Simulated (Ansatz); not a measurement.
**AlH₃O (singlet): wave-function methods side by side at distance Al1–O2 = 2.045 Å, cc-pVDZ**

The task here is to estimate one member of a computed series from the others.

Program: Ansatz 0.2.0, Gaussian basis. Level of theory: cc-pVDZ, core rule «outside noble gas», up to 6 orbitals frozen. These are calculated values, not measurements.

Plan: UHF; CCSD(T) on RHF; BCCD(T) on RHF; CISD; CCSDT(Q) on RHF; CASSCF and MRCISD+Q, 2 electrons in 2 orbitals; CASSCF and NEVPT2, 2 electrons in 2 orbitals.

23 further runs of the same task are left out: 2 for a mislabelled method, 10 for a known fault of the program, 7 that didn't finish, 4 set aside as unsound or not needed.

### The system

The geometry derives from a PBE0/def2-TZVP stationary point (not a proven minimum). One bond is set to the value named and the two fragments are kept rigid.

5 atoms, charge 0, spin multiplicity 1.

Atoms are counted from 1 here; the program's logs count them from 0.

Bond lengths: Al1–O2 2.045 Å, Al1–H3 1.581 Å, Al1–H4 1.581 Å, O2–H5 0.944 Å. Angles: O2–Al1–H3 118.7°, O2–Al1–H4 118.7°, H3–Al1–H4 122.6°, Al1–O2–H5 180.0°.

Set-up of the first run:

in.yaml reads:

```yaml
crystal:
  periodic: [false, false, false]
  atoms:
    - {symbol: Al, position_ang: [0.000000, 0.000000, 0.743394]}
    - {symbol: O, position_ang: [0.000000, 0.000000, -1.301606]}
    - {symbol: H, position_ang: [0.000000, 1.386849, 1.503405]}
    - {symbol: H, position_ang: [0.000000, -1.386849, 1.503405]}
    - {symbol: H, position_ang: [0.000000, 0.000000, -2.245831]}
basis:
  gaussian: {orbitals: cc-pVDZ}
magnetization: {spin_polarized: true, initial_magnetization: 0}
hamiltonian: {xc: hf}
output: {orbitals: {seedname: orbitals}}
```

Command:

```console
ansatz run in.yaml --threads 1 --pin off --events-out ev --progress --plain --max-ram 2393MiB
```

Steps of the session up to this table: UHF; CCSD(T) on RHF; BCCD(T) on RHF; CISD; CCSDT(Q) on RHF; CASSCF and MRCISD+Q, 2 electrons in 2 orbitals; CASSCF and NEVPT2, 2 electrons in 2 orbitals.

One table of the session follows, with a row left open; its other results are not shown here.

| method | from RCCSDT(Q) (kcal/mol) |
| --- | --- |
| RHF | +182.58 |
| RMP2 | +17.42 |
| CISD | +17.83 |
| RCCSD | +4.49 |
| RCCSD(T) | +0.89 |
| BCCD(T) | ? |
| RCCSDT | +0.53 |
| RCCSDT(Q) | 0 |

**Question.** Estimate the row for BCCD(T).

As computed: from RCCSDT(Q) (kcal/mol): +0.82. In the column «from RCCSDT(Q) (kcal/mol)» it lies between RCCSDT (+0.53) and RCCSD(T) (+0.89).

Not comparable, so not listed: CASSCF and NEVPT2, 2 electrons in 2 orbitals (they don't share determinant, frozen orbitals or solution with the rows shown, or repeat one).

Left out of the table: CASSCF pair, MRCISD pair, MRCISD+Q pair (the active space lost an orbital or holds another state than full CI finds).

To keep in mind: Warnings in the runs' records: passed over end.
